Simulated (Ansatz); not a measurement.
A calculation with Ansatz (development build ahead of 0.2.0).

```yaml
crystal:
  periodic: [false, false, false]
  atoms:
    - { symbol: Cl, position_ang: [0.0001, 0.00344, -2.20237] }
    - { symbol: Mg, position_ang: [0.00119, -0.00643, -0.00756] }
    - { symbol: Cl, position_ang: [-0.00953, 0.00257, 2.1946] }
basis:
  gaussian: { orbitals: STO-3G }
hamiltonian:
  xc: hf
correlation:
  method: mp2
  frozen_orbitals: { Cl: 5, Mg: 1 }
```

The input is written out in the form of the current development build from the run's settings.

The run gave:

```
Converged                       : yes
Reference energy                : -1106.49947 hartree
Correlation energy              : -0.03270 hartree
Total energy                    : -1106.53218 hartree
Spin squared of the determinant : 0.000
```
